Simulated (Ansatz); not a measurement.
A calculation with Ansatz (development build ahead of 0.2.0).

```yaml
crystal:
  periodic: [false, false, false]
  atoms:
    - { symbol: C, position_ang: [0.08112, -0.0141, -0.67051] }
    - { symbol: O, position_ang: [0.0237, -0.09366, 0.6556] }
    - { symbol: H, position_ang: [-0.03192, 0.81226, 1.01832] }
    - { symbol: H, position_ang: [0.08455, -1.0133, -1.11064] }
    - { symbol: H, position_ang: [-0.43086, 0.84182, -1.237] }
basis:
  gaussian: { orbitals: aug-cc-pVDZ }
magnetization:
  spin_polarized: true
  initial_magnetization: 1
hamiltonian:
  xc: hf
```

The input is written out in the form of the current development build from the run's settings.

Results

```json
{
 "Converged": "yes",
 "Total energy": "-114.43100 hartree",
 "Spin squared of the determinant": "0.761"
}
```
